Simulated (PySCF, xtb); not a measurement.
A geometry optimisation of CH6Al2 with r2SCAN-D4/def2-SVP

The starting geometry of this gas-phase singlet was built from a drawn formula by distance geometry and a force field; its bonds are those of `[AlH2][CH2][AlH2]`.

```xyz
9

C     0.5928    0.3633   -0.6726
Al   -0.8139    0.1266    0.7537
Al    0.8575   -1.3624   -1.6955
H    -1.1534    1.3620    1.7093
H    -1.5435   -1.2599    0.8609
H     1.5969    0.5881   -0.1298
H     0.3085    1.1744   -1.3569
H     0.5645   -1.3368   -3.2531
H     1.1737   -2.6551   -0.9241
```

Question: Predict what becomes of its bonds when it is optimised with r2SCAN-D4/def2-SVP.

Answer: It keeps its bonds, and is `[AlH2][CH2][AlH2]`.

The energy falls by 0.30 eV over 28 steps:

| step | E − E(last) (eV) |
| --- | --- |
| 1 | 0.301 |
| 4 | 0.092 |
| 7 | 0.073 |
| 10 | 0.069 |
| 13 | 0.069 |
| 16 | 0.066 |
| 19 | 0.035 |
| 22 | 0.002 |
| 25 | 0.000 |
| 28 | 0.000 |

Final geometry (Å):

```xyz
9

C     0.4826    0.7998   -0.3637
Al   -0.9172    0.6554    0.9737
Al    1.0655   -0.7964   -1.3023
H    -0.5419    0.3500    2.4902
H    -2.4439    0.8074    0.5492
H     1.3733    1.2154    0.1469
H     0.1205    1.5103   -1.1323
H     0.3393   -1.2393   -2.6478
H     2.2468   -1.6836   -0.7095
```

From the same start GFN2-xTB ends elsewhere, differing in Al2–Al3 (2.74 against 3.35 Å here).

No frequencies were run, so the end isn't proven a minimum. Run with PySCF 2.14.0, 110 s on 2 threads of Intel(R) Xeon(R) 6975P-C (Granite Rapids) (shared host).
